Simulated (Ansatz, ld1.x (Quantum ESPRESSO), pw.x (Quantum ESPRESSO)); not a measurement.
## From atom to crystal: RRKJ potential for Ca

Ca (Z = 20), norm-conserving RRKJ (Kleinman–Bylander form), made with ld1.x (Quantum ESPRESSO) 7.5 (PBE, scalar-relativistic). Core [Ar], reference 3d0 4s2 4p0. Waves: 4p (bound, empty): rc 3.10 bohr; 3d (bound, empty): rc 3.10 bohr; 4s (bound): rc 2.90 bohr. Local part: the s channel. Core correction: none. rho0 = 0.02.

Atomic tests: cutoffs needed: 6 Ry and 10 Ry (the cutoffs (Ry, on a coarse ladder) from which the occupation-weighted sum of valence levels, in a spherical-Bessel basis at the reference potential, stays within 10 and 1 mRy of its value at 400 Ry) The cutoffs count occupied waves only; the empty 3d level needs 15 Ry at the loose tolerance.; ghost test: no extra level below or beside the all-electron valence levels (p, d, s, f tested) (spherical-Bessel basis up to 400 Ry, 20 bohr box); configuration tests: 1 of 7 tests not solved or not reliable.

Crystal test: fcc Ca in pw.x 7.5, no spin, 10³ k-points, Fermi–Dirac smearing 0.01 Ry, cutoffs 35/140 Ry. The reference is all-electron LAPW (Ansatz 0.2.0) with the same functional, mesh and smearing; V0 and B0 come from Birch–Murnaghan fits to the pressures at five volumes. Errors are pseudo minus all-electron; Δ is the rms difference of the E(V) curves that follow from these fits, minima aligned, over ±6 % about the mean V0. Mesh and smearing are coarse, so the numbers serve the comparison and aren't converged zero-temperature values; the lattice is a test structure that the element need not adopt.

```json
{"V (Å³/atom)": "40.158", "P all-electron (GPa)": "0.97", "P pseudo (GPa)": "-0.36"}
{"V (Å³/atom)": "41.215", "P all-electron (GPa)": "0.45", "P pseudo (GPa)": "-0.73"}
{"V (Å³/atom)": "42.272", "P all-electron (GPa)": "-0.01", "P pseudo (GPa)": "-1.06"}
{"V (Å³/atom)": "43.329", "P all-electron (GPa)": "-0.42", "P pseudo (GPa)": "-1.35"}
{"V (Å³/atom)": "44.386", "P all-electron (GPa)": "-0.79", "P pseudo (GPa)": "-1.62"}
```

All-electron: a0 = 5.529 Å (V0 = 42.26 Å³/atom), B0 = 17.4 GPa.

Pseudopotential: mean pressure error (GPa): -1.06. The pressure does not cross zero within the volumes sampled, so no fit is given. This is a poor potential for the solid. Atomic configuration tests: 1 of 7 tests not solved or not reliable.

At the middle volume, how do free energy and pressure move when the wave cutoff is lowered (ecutrho kept at four times it)?

```
cutoff (Ry)  shift of F (meV/atom)  shift of P (GPa)
         16                  +19.4             -0.56
         21                   +3.4             -0.00
         28                   +0.4             -0.01
```

The run at the middle volume (47 k-points, 10 iterations) took about 12 s on one core of a shared host (Neoverse-N1, 64 threads, 124 GiB, load 58).
